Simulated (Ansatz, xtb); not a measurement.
**Isomers of C4H6OS in order of energy**

3 gas-phase structures of C4H6OS, from a drawn sample of its isomers (lower ones may exist). Each was relaxed with GFN2-xTB; where two conformers were screened, the lower at r2SCAN-D4/def2-SVP is listed:

A. `O=CC1(S)CC1`, a singlet
B. `O=C[C@@H]1C[C@H]1S`, a singlet
C. `O=C[C@@H]1C[C@@H]1S`, a singlet

Question: Estimate their order in r2SCAN-D4/def2-SVP energy at these geometries, lowest first.

Answer: Calculated order at r2SCAN-D4/def2-SVP: B (0.0), C (0.7), A (2.7) kcal/mol. Less than 1 kcal/mol parts B and C, so the order within that pair means little. CCSD(T)/def2-SVP + ΔMP2/def2-TZVPP after further relaxation puts A lowest instead.

Energies above the lowest of each column, in kcal/mol; the last columns are at B3LYP-D3(BJ)/def2-SVP geometries:

```
structure  GFN2-xTB  HF/STO-3G  r2SCAN-D4/def2-SVP  B3LYP-D3(BJ)/def2-SVP  CCSD(T)/def2-SVP + ΔMP2/def2-TZVPP
        B       1.6        0.0                 0.0                    1.2                                 1.2
        C       0.0        1.8                 0.7                    1.8                                 3.1
        A       2.0        1.7                 2.7                    0.0                                 0.0
```

CCSD(T)/def2-SVP + ΔMP2/def2-TZVPP puts A lowest; GFN2-xTB picks C, HF/STO-3G picks B, r2SCAN-D4/def2-SVP picks B. CCSD(T)/def2-SVP + ΔMP2/def2-TZVPP orders those it was run on as A (0.0), B (1.2), C (3.1) kcal/mol. Flexible structures stand in one conformer each, not always the lowest. ΔMP2 is the change of the MP2 energy from the smaller to the larger basis.

Programs: Ansatz 0.2.0, xtb 6.7.1.
